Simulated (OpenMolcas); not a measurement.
**One shape, several levels: AlH3 (SMILES [AlH3])**

We compute a comparison of 6 runs (HF/def2-TZVPPD, B3LYP/6-31G*, B3LYP/def2-TZVPPD, PBE0/def2-TZVPPD, TPSS/def2-TZVPPD, MP2/def2-TZVPPD) of AlH3. 

Program for the calculation: OpenMolcas 26.06.

1 further run of the same task is left out (set aside as unsound or not needed).

### 1 The molecule

The species is AlH3 (4 atoms), meant as a singlet with charge 0. As SMILES, `[AlH3]`. Geometry: relaxed at PBE0-D4/def2-TZVP.

Bond lengths: Al1–H2 1.586 Å, Al1–H3 1.586 Å, Al1–H4 1.586 Å. Angles: H2–Al1–H3 120.0°, H2–Al1–H4 120.0°, H3–Al1–H4 120.0°.

### 2 Energy and gradient at HF/def2-TZVPPD (run 1)

File calc.inp:

```
* AlH3 Hartree-Fock

&gateway
 baslib=$CurrDir
 coord
 4
 angstrom
 Al       0.013700      -0.014800      -0.005100
 H        0.633200       0.670900       1.283600
 H       -1.340800      -0.832000       0.105100
 H        0.749400       0.115700      -1.403900
 basis=def2-TZVPPD
 group=NoSym

&seward

&scf
 thresholds=1e-10 1e-07 1e-07 1e-05
 prorbitals=1 1

&alaska
```

The basis set def2-TZVPPD is read from a file made from the Basis Set Exchange's data (not shown).

The run is started by

```
export MOLCAS_MEM=1860
pymolcas calc.inp > calc.log
```

Standard output:

```text
--- Start Module: gateway ---
[...]
--- Stop Module: gateway /rc=_RC_ALL_IS_WELL_ ---
[...]
      Basis functions           99
[...]
--- Start Module: scf ---
[...]
       Convergence after   9 Iterations
[...]
::    Total SCF energy                               -243.6419438768
[...]
      Total spin, S                                     0.0000000000
[...]
      Total electronic charge=   16.000000
      Total            charge=   -0.000000
[...]
      Dipole Moment (debye):
      Origin of the operator (angstrom)=    0.0137   -0.0148   -0.0051
                   X= -1.2382E-03               Y=  1.7281E-03               Z= -1.3503E-04           Total=  2.1301E-03
      Quadrupole Moment (debye*angstrom):
[...]
--- Stop Module: scf /rc=_RC_ALL_IS_WELL_ ---
[...]
--- Start Module: alaska ---
[...]
 *              Molecular gradients               *
 **************************************************
  Irreducible representation: a
 ------------------------------------------------------------------------------------------
                              X                       Y                       Z
 ------------------------------------------------------------------------------------------
  AL1              -3.81673375053466E-05    3.38102629640772E-05    9.83204293029391E-06
  H2                9.37035718369894E-04    1.01580812196600E-03    1.93349170905188E-03
  H3               -2.01629151464178E-03   -1.23383839091140E-03    1.65440453619103E-04
  H4                1.11742313378027E-03    1.84220005978758E-04   -2.10876420560302E-03
 ------------------------------------------------------------------------------------------
--- Stop Module: alaska /rc=_RC_ALL_IS_WELL_ ---
[...]
```

Run time: 7.8 s. Hardware: 1 thread of Intel Xeon 6975P-C (Granite Rapids), shared host; peak memory 0.55 GiB.

### 3 Energy and gradient at B3LYP/6-31G(d) (Cartesian functions) (run 2)

File job.input:

```
&GATEWAY
BasLib
$CurrDir
Coord
4
angstrom
Al       0.013700      -0.014800      -0.005100
H        0.633200       0.670900       1.283600
H       -1.340800      -0.832000       0.105100
H        0.749400       0.115700      -1.403900
Basis
6-31Gs
Group
NoSym
&SEWARD
GridInput
Grid=UltraFine
End of Grid
&SCF
KSDFT
B3LYP
Thresholds
1e-10 1e-07 1e-07 1e-05
PrOrbitals
0
&ALASKA
```

The basis set 6-31G* is read from a file made from the Basis Set Exchange's data (not shown).

The run is started by

```
export MOLCAS_MEM=1860
pymolcas job.input > job.log
```

Standard output:

```text
--- Start Module: gateway ---
[...]
--- Stop Module: gateway /rc=_RC_ALL_IS_WELL_ ---
[...]
      Basis functions           25
[...]
--- Start Module: scf ---
[...]
       Convergence after   8 Iterations
[...]
::    Total KS-DFT energy                            -244.2046505623
[...]
      Total spin, S                                     0.0000000000
[...]
      Total electronic charge=   16.000000
      Total            charge=   -0.000000
[...]
      Dipole Moment (debye):
      Origin of the operator (angstrom)=    0.0137   -0.0148   -0.0051
                   X= -1.0945E-03               Y=  1.5172E-03               Z= -1.0523E-04           Total=  1.8737E-03
      Quadrupole Moment (debye*angstrom):
[...]
--- Stop Module: scf /rc=_RC_ALL_IS_WELL_ ---
[...]
--- Start Module: alaska ---
[...]
 *              Molecular gradients               *
 **************************************************
  Irreducible representation: a
 ------------------------------------------------------------------------------------------
                              X                       Y                       Z
 ------------------------------------------------------------------------------------------
  AL1              -3.64740994020858E-05    2.60771636135236E-05    9.00573533278373E-06
  H2               -3.45249995371888E-04   -4.00917292073588E-04   -7.30841048114161E-04
  H3                7.83058758901056E-04    4.56831406432601E-04   -6.27741794426984E-05
  H4               -4.01334664128505E-04   -8.19912779712328E-05    7.84609492224586E-04
 ------------------------------------------------------------------------------------------
--- Stop Module: alaska /rc=_RC_ALL_IS_WELL_ ---
[...]
```

Wall time 3.9 s (1 thread of Intel Xeon 6975P-C (Granite Rapids), shared host); peak memory 0.37 GiB.

Run 3 isn't shown in full; the table further down has it.

### 4 Energy and forces at PBE0/def2-TZVPPD (run 4)

File struct.xyz:

```xyz
4

Al     0.013700    -0.014800    -0.005100
H      0.633200     0.670900     1.283600
H     -1.340800    -0.832000     0.105100
H      0.749400     0.115700    -1.403900
```

File run.inp:

```
* AlH3 Kohn-Sham DFT
>>> EXPORT MOLCAS_PRINT=2
&GATEWAY
BasLib
$CurrDir
Coord
struct.xyz
Basis
def2-TZVPPD
Group
NoSym
&SEWARD
GridInput
Grid=UltraFine
End of Grid
&SCF
KSDFT
PBE0
Thresholds
1e-10 1e-07 1e-07 1e-05
PrOrbitals
1 1
&ALASKA
```

The basis set def2-TZVPPD is read from a file made from the Basis Set Exchange's data (not shown).

The run is started by

```
export MOLCAS_MEM=1860
pymolcas run.inp > run.log
```

Standard output:

```text
--- Start Module: gateway ---
[...]
--- Stop Module: gateway /rc=_RC_ALL_IS_WELL_ ---
[...]
      Basis functions           99
[...]
--- Start Module: scf ---
[...]
       Convergence after   9 Iterations
[...]
::    Total KS-DFT energy                            -244.0793107071
[...]
      Total spin, S                                     0.0000000000
[...]
      Total electronic charge=   16.000000
      Total            charge=   -0.000000
[...]
      Dipole Moment (debye):
      Origin of the operator (angstrom)=    0.0137   -0.0148   -0.0051
                   X= -1.0855E-03               Y=  1.5123E-03               Z= -1.1295E-04           Total=  1.8650E-03
      Quadrupole Moment (debye*angstrom):
[...]
--- Stop Module: scf /rc=_RC_ALL_IS_WELL_ ---
[...]
--- Start Module: alaska ---
[...]
 *              Molecular gradients               *
 **************************************************
  Irreducible representation: a
 ------------------------------------------------------------------------------------------
                              X                       Y                       Z
 ------------------------------------------------------------------------------------------
  AL1              -3.50583639480275E-05    2.72361305371956E-05    9.62591813190517E-06
  H2                8.66056920990621E-05    7.72801327151296E-05    1.67063119733468E-04
  H3               -1.60385695001874E-04   -1.12179874633744E-04    1.35954763171575E-05
  H4                1.08838366851272E-04    7.66361137538585E-06   -1.90284514189010E-04
 ------------------------------------------------------------------------------------------
--- Stop Module: alaska /rc=_RC_ALL_IS_WELL_ ---
[...]
```

It took 15 s on 1 thread of Intel Xeon 6975P-C (Granite Rapids), shared host; peak memory 0.55 GiB.

Run 5 isn't shown in full; the table further down has it.

### 5 A single-point energy at MP2/def2-TZVPPD (run 6)

File mol.inp:

```
* AlH3 MP2
>>> EXPORT MOLCAS_PRINT=2

&gateway
  baslib=$CurrDir
  basisset
  Al.def2-TZVPPD....
  Al1 0.013700 -0.014800 -0.005100 angstrom
  End of Basis
  basisset
  H.def2-TZVPPD....
  H2 0.633200 0.670900 1.283600 angstrom
  H3 -1.340800 -0.832000 0.105100 angstrom
  H4 0.749400 0.115700 -1.403900 angstrom
  End of Basis

&seward

&scf
  thresholds=1e-10 1e-07 1e-07 1e-05
  prorbitals=1 2

&mbpt2
  frozen=5
```

The basis set def2-TZVPPD is read from a file made from the Basis Set Exchange's data (not shown).

The run is started by

```
export MOLCAS_MEM=1860
pymolcas mol.inp > mol.log
```

Standard output:

```text
--- Start Module: gateway ---
[...]
--- Stop Module: gateway /rc=_RC_ALL_IS_WELL_ ---
[...]
      Basis functions           99
[...]
--- Start Module: scf ---
[...]
       Convergence after   9 Iterations
[...]
::    Total SCF energy                               -243.6419438768
[...]
      Total spin, S                                     0.0000000000
[...]
      Total electronic charge=   16.000000
      Total            charge=   -0.000000
[...]
      Dipole Moment (debye):
      Origin of the operator (angstrom)=    0.0137   -0.0148   -0.0051
                   X= -1.2382E-03               Y=  1.7281E-03               Z= -1.3503E-04           Total=  2.1301E-03
      Quadrupole Moment (debye*angstrom):
[...]
--- Stop Module: scf /rc=_RC_ALL_IS_WELL_ ---
[...]
--- Start Module: mbpt2 ---
[...]
WARNING!
Default frozen orbitals as non valence orbitals is overwritten by user input.
Default values:   2
[...]
       Reference weight ( Cref**2 )         =        0.96014
::    Total MBPT2 energy                             -243.7364161797
[...]
      Total MBPT2 calculations                           0.39      0.44
--- Stop Module: mbpt2 /rc=_RC_ALL_IS_WELL_ ---
[...]
```

Run time: 7.5 s. Hardware: 1 thread of Intel Xeon 6975P-C (Granite Rapids), shared host; peak memory 0.55 GiB.

### 6 Overview of the runs

```csv
run,level,Cartesian functions,integration grid,energy (Eh),dipole moment (D) of the reference,HOMO energy (eV),LUMO energy (eV),wall time
1,HF/def2-TZVPPD,no,–,-243.641944,0.00,-11.75,0.88,7.8 s
2,B3LYP/6-31G* (Cartesian functions),yes,UltraFine,-244.204651,0.00,-8.36,-1.93,3.9 s
3,B3LYP/def2-TZVPPD,no,UltraFine,-244.233202,0.00,-8.40,-1.98,20 s
4,PBE0/def2-TZVPPD,no,UltraFine,-244.079311,0.00,-8.57,-1.75,15 s
5,TPSS/def2-TZVPPD,no,UltraFine,-244.231604,0.00,-7.55,-2.31,23 s
6,MP2/def2-TZVPPD,no,–,-243.736416,0.00,-11.75,0.88,7.5 s
```

### 7 What came out

| quantity | value |
| --- | --- |
| run 6: total energy | -243.73642 Eh |
| run 6: dipole moment (mean-field density) | 0.00 D |
| run 6: HOMO energy (Hartree–Fock orbitals) | -11.75 eV |
| run 6: LUMO energy (Hartree–Fock orbitals) | 0.88 eV |
| run 6: HOMO–LUMO gap (Hartree–Fock orbitals) | 12.63 eV |
| run 6: correlation energy (5 core orbitals frozen) | -94.5 mEh |

In words: Over runs 1, 2, 3, 4, 5 the HOMO–LUMO gap runs from 5.24 eV (TPSS/def2-TZVPPD) to 12.63 eV (HF/def2-TZVPPD). Exact exchange widens orbital gaps. Totals of different functionals can't be ranked against each other. All runs together took 77 s, the longest 23 s.
